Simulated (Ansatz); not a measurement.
Two structures of SiH₂O, singlet, reached by relaxing down either side of one saddle point (PBE0-D4/def2-TZVP). Energies are electronic, without zero-point energy. Program: Ansatz 0.2.0. Basis: def2-TZVPP and def2-QZVPP. Cores are frozen in the correlated methods. Extrapolation: Hartree–Fock as exp(−7.88 √X), correlation as X^−2.97. First:

```json
{"atom": "H1", "x (Å)": "-1.4439", "y (Å)": "0.0573", "z (Å)": "-0.5671"}
{"atom": "O2", "x (Å)": "-0.4880", "y (Å)": "-0.0326", "z (Å)": "-0.6038"}
{"atom": "Si3", "x (Å)": "0.2617", "y (Å)": "0.0862", "z (Å)": "0.8695"}
{"atom": "H4", "x (Å)": "1.6703", "y (Å)": "-0.1109", "z (Å)": "0.3014"}
```

Second:

```csv
atom,x (Å),y (Å),z (Å)
H1,-1.1905,0.2083,0.8281
O2,-0.0673,-0.1861,-1.5401
Si3,-0.0015,-0.0042,-0.0367
H4,1.2594,-0.0179,0.7487
```

(1) Which bonds change from the first to the second?

(2) Give the saddle point's structure and its height above each. (An estimate is asked for; the value comes from the calculation.)

T1 diagnostic: at most 0.033. The T1 diagnostic is large here, which may signal multireference character or strong orbital relaxation, so CCSD(T) is less sure. The restricted Hartree–Fock reference is unstable towards an unrestricted one at one or more of these structures.

Answers

(1) SiH₂O ([OH][SiH]) → SiH₂O ([O][SiH2]); bonds formed: H1–Si3; bonds broken: H1–O2.

(2) Computed: 59.93 kcal/mol above the first and 58.66 kcal/mol above the second (CCSD(T) at an estimated basis limit (MP2 extrapolated from triple and quadruple zeta, plus CCSD(T) − MP2 in triple zeta)).
```csv
atom,x (Å),y (Å),z (Å)
H1,-1.3504,0.1297,0.0875
O2,-0.4478,-0.0929,-1.0825
Si3,0.1485,0.0319,0.3692
H4,1.6497,-0.0685,0.6258
```

Labels in which every atom is bracketed show which atoms are joined, not bond orders.

For scale, one of the runs: CCSD(T)/def2-TZVPP, 101 basis functions, launched by `ansatz run in.yaml --threads 2 --pin off --events-out ev --progress --plain --max-ram 4352MiB`. The run took about 3.2 s on 2 CPU threads of an Intel Xeon Platinum 8488C (shared host).
